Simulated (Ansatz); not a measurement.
CH₂Cl₂, SMILES `ClCCl`. The species carries charge 0 and has multiplicity 1.

Cartesian coordinates in Å:
```
Cl -0.395 -1.588 -0.407
C -0.106 0.096 0.024
Cl 1.608 0.490 0.137
H -0.547 0.722 -0.746
H -0.560 0.280 0.993
```

(1) What are the harmonic wavenumbers in cm⁻¹ at PBE0-D4/def2-TZVP (Ansatz, finite differences of forces, unscaled)? (Best estimate.)

(2) Is this a minimum?

(3) Give the ideal-gas thermochemistry at 298.15 K and 1 bar (rigid rotor, harmonic oscillator; point group C2v, symmetry number 2).

Answers

(1) Computed: 285, 732, 772, 904, 1178, 1288, 1461, 3128, 3205.

(2) Yes, all 9 modes are real.

(3) Zero-point energy 77.5 kJ/mol; H(298) − E = 89.3 kJ/mol; entropy 270.0 J/(mol·K), of which translation 164.3, rotation 96.4, vibration 9.3; G(298) − E = 8.8 kJ/mol.
